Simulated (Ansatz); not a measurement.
The input, for Ansatz 0.2.0:

```yaml
crystal:
  periodic: [false, false, false]
  atoms:
    - {symbol: B, position_ang: [0.002337, -0.001845, 1.108100]}
    - {symbol: Ga, position_ang: [0.001504, -0.017987, -0.817525]}
    - {symbol: N, position_ang: [0.049468, 0.041323, -2.557172]}
    - {symbol: H, position_ang: [-0.053309, -0.021491, 2.266597]}
basis:
  gaussian: {orbitals: cc-pVDZ}
magnetization: {spin_polarized: false}
correlation: {method: bccd_t, electrons: outside_noble_gas, diis_vectors: 1}
accuracy: high
```

```sh
$ ansatz run in.yaml --threads 1 --pin off --events-out ev --progress --plain --max-ram 2393MiB
```

Output:

```
1206 factors; integrals over basis functions are off by at most 4.4e-9 eV
mean field evaluation 1: about -54478.2336 eV, gradient 6.7e1 eV
mean field evaluation 2: about -54478.2719 eV, gradient 6.7e1 eV
mean field evaluation 4: about -54492.7666 eV, gradient 1.5e1 eV
mean field evaluation 8: about -54494.2108 eV, gradient 8.4e-1 eV
mean field evaluation 16: about -54494.2196 eV, gradient 3.2e-3 eV
mean field evaluation 32: about -54495.0824 eV, gradient 2.3e-4 eV
mean field evaluation 64: about -54494.2196 eV, gradient 5.4e-6 eV
mean field evaluation 96: about -54495.0822 eV, gradient 3.1e-2 eV
mean field evaluation 128: about -54495.0816 eV, gradient 2.6e-2 eV
mean field evaluation 160: about -54495.0824 eV, gradient 7.3e-3 eV
...
mean field -54495.08242009 eV, -2002.6573408449 hartree, gradient 3.7e-8 eV, S^2 0.000000; 17 other end points of the search recorded, 0 dependent functions left out; unrestricted orbitals would lower it
...
determinant -54495.08242009 eV, -2002.6573408449 hartree, with singles and doubles -54504.53591623 eV, -2003.0047504201 hartree
determinant -54495.07618940 eV, -2002.6571118710 hartree, with singles and doubles -54504.53398501 eV, -2003.0046794492 hartree
determinant -54494.21959178 eV, -2002.6256324893 hartree, with singles and doubles -54504.50322910 eV, -2003.0035491901 hartree
determinant -54493.54339403 eV, -2002.6007826801 hartree, with singles and doubles -54501.12349494 eV, -2002.8793462506 hartree
determinant -54493.53393355 eV, -2002.6004350141 hartree, with singles and doubles -54501.11360745 eV, -2002.8789828921 hartree
determinant -54495.08242009 eV, -2002.6573408449 hartree, with singles and doubles -54504.84052215 eV, -2003.0159444810 hartree
determinant -54495.07618940 eV, -2002.6571118710 hartree, with singles and doubles -54504.83987504 eV, -2003.0159207005 hartree
determinant -54494.21959178 eV, -2002.6256324893 hartree, with singles and doubles -54504.54972846 eV, -2003.0052580103 hartree
unrestricted determinant -54498.22988336 eV, -2002.7730079865 hartree, S^2 1.8826
16 core orbitals not correlated: weight in the atoms' cores, before any rotation towards them, 0.967 or more for the frozen orbitals, at most 0.028 for the correlated occupied ones
reference -54494.21959178 eV, -2002.6256324893 hartree; 6, 6 occupied and 38, 38 virtual orbitals, 1206 factors
second order -11.65675014 eV of doubles, -0.00000000 eV of singles
...
cycle 146  -10.14480333 eV  change  -7.9e-10 eV  update   3.0e-9
cycle 147  -10.14480333 eV  change   2.8e-10 eV  update   2.4e-9
cycle 148  -10.14480333 eV  change   -1.2e-9 eV  update   2.2e-9
cycle 149  -10.14480333 eV  change    1.1e-9 eV  update   2.5e-9
cycle 150  -10.14480333 eV  change  -2.1e-10 eV  update   1.9e-9
cycle 151  -10.14480332 eV  change   5.4e-10 eV  update   1.8e-9
cycle 152  -10.14480333 eV  change   -1.0e-9 eV  update   1.8e-9
cycle 153  -10.14480333 eV  change   4.3e-10 eV  update   1.8e-9
cycle 154  -10.14480333 eV  change  -1.8e-10 eV  update   1.4e-9
cycle 155  -10.14480332 eV  change   7.2e-10 eV  update   1.3e-9
perturbative correction -1.52799829 eV, -0.0561529015 hartree
WARN: these amplitudes may be one of several solutions (largest doubles amplitude 0.22, level shift 0.59 eV)
Total energy: -54505.89239340 eV, -2003.0546000366 hartree
```

The singles that turn the determinant into the Brueckner one have T1 = 0.055.

Ran on 1 thread of Arm Neoverse V2, shared host: 45 s wall, 0.23 GiB peak host memory.
